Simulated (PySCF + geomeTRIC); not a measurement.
A geometry relaxed with PBE0-D4/def2-TZVP (PySCF + geomeTRIC), charge 0, multiplicity 2:

```xyz
2

S      0.6729     0.0000     0.0000
H     -0.6729     0.0000     0.0000
```

Write the SMILES of this molecule.

`[SH]`
